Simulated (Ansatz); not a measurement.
# One shape, several levels: SiH4 (silane)

We compute a comparison of 6 runs (HF/3-21G, B3LYP/3-21G, PBE/3-21G, PBE/6-31G, UMP2/6-31G, CCSD/6-31G) of SiH4 (silane). 

The results are computed with Ansatz 0.2.0.

53 further runs of the same task are left out: 2 that didn't finish, 51 set aside as unsound or not needed.

**1. The molecule**

The species is SiH4 (5 atoms), meant as a singlet with charge 0. SMILES: `[SiH4]`. The H2–Si1 distance was set to 3.711 Å, away from the relaxed value. At this shape a bond of the SMILES string is far longer than usual.

Bond lengths: Si1–H3 1.485 Å, Si1–H4 1.485 Å, Si1–H5 1.485 Å. Angles: H3–Si1–H4 109.5°, H3–Si1–H5 109.5°, H4–Si1–H5 109.5°.

**2. The energy at HF/3-21G (run 1)**

Contents of input.yaml:

```yaml
crystal:
  periodic: [false, false, false]
  atoms:
    - {symbol: Si, position_ang: [-1.451406, 1.032605, -1.336606]}
    - {symbol: H, position_ang: [0.967600, -0.688400, 0.890900]}
    - {symbol: H, position_ang: [-2.782406, 1.077505, -0.680506]}
    - {symbol: H, position_ang: [-1.556506, 0.292305, -2.619106]}
    - {symbol: H, position_ang: [-0.982906, 2.416405, -1.600706]}
basis:
  gaussian:
    orbitals: 3-21G.json
hamiltonian:
  xc: hf
accuracy: high
```

The basis set 3-21G is read from a file made from the Basis Set Exchange's data (not shown).

Run with:

```bash
$ ansatz run input.yaml --threads 1 --pin off --max-ram 2610MiB --events-out events.jsonl --progress --plain --runs-dir runs
```

Standard output:

```text
Warning: RAYON_NUM_THREADS=1 ignored (pool sized by the plan → 1); use --threads N
Functional definition: HF
  name "HF"
  exchange = exact_x
  correlation = 0
410 factors; integrals over basis functions are off by at most 3.2e-9 eV
mean field evaluation 1: about -7875.2226 eV, gradient 1.3e1 eV
mean field evaluation 2: about -7875.2208 eV, gradient 1.3e1 eV
mean field evaluation 4: about -7876.4919 eV, gradient 1.3e0 eV
mean field evaluation 8: about -7876.5032 eV, gradient 4.7e-4 eV
mean field evaluation 16: about -7874.1599 eV, gradient 1.8e-1 eV
mean field -7876.50318680 eV, -289.4561532293 hartree, gradient 1.2e-8 eV, S^2 0.000000; 0 other end points of the search recorded, 0 dependent functions left out
reference -7876.50318680 eV, -289.4561532293 hartree; 9, 9 occupied and 12, 12 virtual orbitals, 410 factors
Total energy: -7876.50318680 eV, -289.4561532293 hartree
```

Run time: 0.1 s. Hardware: 1 thread of Arm Neoverse V1, shared host.

**3. The energy at B3LYP/3-21G (run 2)**

Edit input.yaml of step 2 so:

```diff
@@ -1 +1,3 @@
+basis:
+  gaussian: {orbitals: 3-21G.json}
 crystal:
@@ -8,7 +10,3 @@
     - {symbol: H, position_ang: [-0.982906, 2.416405, -1.600706]}
-basis:
-  gaussian:
-    orbitals: 3-21G.json
-hamiltonian:
-  xc: hf
+hamiltonian: {xc: {name: B3LYP}}
 accuracy: high
```

The basis set 3-21G is read from a file made from the Basis Set Exchange's data (not shown).

Run with:

```bash
$ ansatz run input.yaml --threads 1 --pin off --max-ram 2610MiB --events-out events.jsonl --progress --plain --runs-dir runs
```

Standard output:

```text
Warning: RAYON_NUM_THREADS=1 ignored (pool sized by the plan → 1); use --threads N
Functional definition: B3LYP
  name "B3LYP"
  parameter a0 = 0.2
  parameter ax = 0.72
  parameter ac = 0.81
  exchange = (1 - a0 - ax)*slater_x + ax*b88_x + a0*exact_x
  correlation = (1 - ac)*vwn_rpa_c + ac*lyp_c
410 factors; integrals over basis functions are off by at most 3.2e-9 eV
mean field evaluation 1: about -7894.9803 eV, gradient 1.1e1 eV
mean field evaluation 2: about -7887.8124 eV, gradient 2.3e1 eV
mean field evaluation 4: about -7894.8236 eV, gradient 1.1e1 eV
mean field evaluation 8: about -7895.0695 eV, gradient 9.6e0 eV
mean field evaluation 16: about -7895.7297 eV, gradient 7.2e-9 eV
mean field -7895.72966862 eV, -290.1627134039 hartree, gradient 7.5e-9 eV, S^2 0.000000; 0 other end points of the search recorded, 0 dependent functions left out
reference -7895.72970396 eV, -290.1627147028 hartree; 9, 9 occupied and 12, 12 virtual orbitals, 410 factors
Total energy: -7895.72970396 eV, -290.1627147028 hartree
```

Run time: 0.93 s. Hardware: 1 thread of Arm Neoverse V1, shared host.

Runs 3 to 5 aren't shown in full; the table further down has their settings and results.

**4. The energy at CCSD/6-31G (run 6)**

Edit input.yaml of step 3 so:

```diff
@@ -1,3 +1 @@
-basis:
-  gaussian: {orbitals: 3-21G.json}
 crystal:
@@ -10,3 +8,6 @@
     - {symbol: H, position_ang: [-0.982906, 2.416405, -1.600706]}
-hamiltonian: {xc: {name: B3LYP}}
+basis:
+  gaussian: {orbitals: 6-31G}
+correlation: {method: ccsd, frozen_orbitals: {H: 0, Si: 5}}
 accuracy: high
+scf: {omitted_lower_state_checks: [cluster_reference, increment]}
```

Run with:

```bash
$ ansatz run input.yaml --threads 1 --pin off --max-ram 2610MiB --events-out events.jsonl --progress --plain --runs-dir runs
```

Standard output:

```text
Warning: RAYON_NUM_THREADS=1 ignored (pool sized by the plan → 1); use --threads N
[... 12 lines left out ...]
5 core orbitals not correlated: weight in the atoms' cores, before any rotation towards them, 1.000 or more for the frozen orbitals, at most 0.000 for the correlated occupied ones
[... 29 lines left out ...]
WARN: these amplitudes may be one of several solutions (largest doubles amplitude 0.74, level shift 5.63 eV)
Total energy: -7922.05763582 eV, -291.1302483527 hartree
Checks for a lower state left out: cluster_reference, increment
```

Wall time 0.22 s (1 thread of Arm Neoverse V1, shared host).

**5. Overview of the runs**

```
run        level  frozen core orbitals  energy (Eh)  wall time
  1     HF/3-21G                     –  -289.456153      0.1 s
  2  B3LYP/3-21G                     –  -290.162715     0.93 s
  3    PBE/3-21G                     –  -289.983581     0.76 s
  4    PBE/6-31G                     –  -291.495366     0.91 s
  5   UMP2/6-31G                     5  -291.113975     0.22 s
  6   CCSD/6-31G                     5  -291.130248     0.22 s
```

**6. Outcome**

| quantity | value |
| --- | --- |
| run 6: total energy | -291.13025 Eh |
| run 6: correlation energy (5 core orbitals frozen) | -179.5 mEh |
| run 6: T1 diagnostic | 0.061 |

What this shows: Totals of different functionals can't be ranked against each other. In run 6 the T1 diagnostic is large, so a single reference may not serve. In run 6 the log says that unrestricted orbitals would lower the reference, so the values rest on an unstable closed-shell determinant (other closed-shell runs at this shape may share the fault). In runs 1, 2, 3, 4, 6 a closed-shell determinant meets a far-stretched bond, which it describes badly. Spin contamination of the reference: run 5 ⟨S²⟩ = 0.99. Where it is this large, the reference is a mixture of spin states, and values that rest on it are in doubt. All runs together took 3.1 s, the longest 0.93 s.
